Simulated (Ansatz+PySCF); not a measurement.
**singlet Li₂: levels of theory in one basis**

| atom | x (Å) | y (Å) | z (Å) |
| --- | --- | --- | --- |
| Li | 0.0000 | 0.0000 | -2.0903 |
| Li | 0.0000 | 0.0000 | 2.0903 |

Basis set: 6-31G (spherical functions). All electrons are correlated. Charge 0, multiplicity 1.

Computed with Ansatz (development build ahead of 0.2.0); each method stands on the lowest determinant of its kind that the runs found.

```tsv
method	E − E(RHF) (eV)	<S²> of the determinant
RHF	0.00	0.00
UHF	-0.60	0.87
UHF-MP2	-0.67	0.87
RHF-CCSD	-0.88	–
UHF-CCSD	-0.88	0.87
RHF-CCSD(T)	-0.89	–
full CI (lowest root of this spin)	-0.89	–
```

Task: What does RHF-MP2 give on the same scale?

Result: -0.50 eV.

At such a shape the full CI root can have another spatial symmetry than the determinants, so the rows needn't describe one state.

Task: Is a single determinant a sound starting point here?

Result: It is doubtful. Unrestricted orbitals lower Hartree–Fock by 0.60 eV and <S²> is 0.87 where a pure state has 0.00, a sign of strong static correlation.

Caution for RHF, RHF-MP2, RHF-CCSD, RHF-CCSD(T): an unrestricted determinant lies well below. Caution for UHF, UHF-MP2, UHF-CCSD: the unrestricted determinant is a mixture of spin states; the determinant may break the point group. Caution for RHF-MP2, UHF-MP2, RHF-CCSD, UHF-CCSD, RHF-CCSD(T): large amplitudes, a single reference is doubtful.
